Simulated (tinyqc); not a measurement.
Inside a calculation. Method: CIS and TDHF on RHF in the sto-3g basis, frozen core, for H2F+, spin multiplicity 1. One step of it, computed by the program tinyqc.

Question. CIS matrix, triplets. A(ia,jb) = (e_a - e_i) d_ij d_ab - (ij|ab).

orbital energies (hartree): MO1 -26.555038, MO2 -1.972756, MO3 -1.106939, MO4 -1.000150, MO5 -0.986813, MO6 -0.092282, MO7 0.080966

Two-electron integrals over orbitals (pq|rs), unique and non-zero (hartree); the lowest 1 orbital is frozen and left out:
```
(22|22) 0.857762    (32|32) 0.152319    (33|22) 0.740014    (33|33) 0.707764
(42|22) -0.006604   (42|33) -0.005646   (42|42) 0.165204    (43|32) 0.009183
(43|43) 0.046772    (44|22) 0.823314    (44|33) 0.698797    (44|42) -0.081950
(44|44) 0.888069    (52|52) 0.183811    (53|53) 0.036773    (54|52) -0.028831
(54|54) 0.052453    (55|22) 0.883281    (55|33) 0.729694    (55|42) -0.047149
(55|44) 0.835904    (55|55) 0.997514    (62|22) -0.134421   (62|33) -0.080363
(62|42) -0.043575   (62|44) -0.101469   (62|55) -0.141356   (62|62) 0.067409
(63|32) 0.028858    (63|43) 0.019935    (63|63) 0.075689    (64|22) -0.144510
(64|33) -0.081913   (64|42) 0.000983    (64|44) -0.150996   (64|55) -0.148124
(64|62) 0.058230    (64|64) 0.072901    (65|52) -0.050213   (65|54) -0.009246
(65|65) 0.023271    (66|22) 0.537552    (66|33) 0.529886    (66|42) 0.061541
(66|44) 0.513740    (66|55) 0.518014    (66|62) -0.040585   (66|64) -0.021127
(66|66) 0.525015    (72|32) 0.071680    (72|43) -0.018403   (72|63) -0.023876
(72|72) 0.058936    (73|22) 0.223085    (73|33) 0.165279    (73|42) -0.050236
(73|44) 0.210434    (73|55) 0.241011    (73|62) -0.068717   (73|64) -0.086429
(73|66) 0.012659    (73|73) 0.165441    (74|32) -0.048461   (74|43) 0.008389
(74|63) -0.043673   (74|72) -0.011096   (74|74) 0.045041    (75|53) 0.025943
(75|75) 0.020517    (76|32) -0.091284   (76|43) -0.049282   (76|63) -0.094114
(76|72) 0.001599    (76|74) 0.057845    (76|76) 0.167506    (77|22) 0.601513
(77|33) 0.598418    (77|42) 0.003904    (77|44) 0.581424    (77|55) 0.591852
(77|62) -0.042303   (77|64) -0.032376   (77|66) 0.520730    (77|73) 0.075877
(77|77) 0.562835
```

Give: CIS matrix A, triplet.

Answer.

CIS matrix A, triplet (hartree), lower triangle:
```
         2>6      2>7     3>6     3>7     4>6     4>7     5>6     5>7
2>6   1.3429
2>7   0.0000   1.4522
3>6   0.0000   0.0913  0.4848
3>7   0.0913   0.0000  0.0000  0.5895
4>6  -0.0615   0.0000  0.0000  0.0493  0.3941
4>7   0.0000  -0.0039  0.0493  0.0000  0.0000  0.4997
5>6   0.0000   0.0000  0.0000  0.0000  0.0000  0.0000  0.3765
5>7   0.0000   0.0000  0.0000  0.0000  0.0000  0.0000  0.0000  0.4759
```
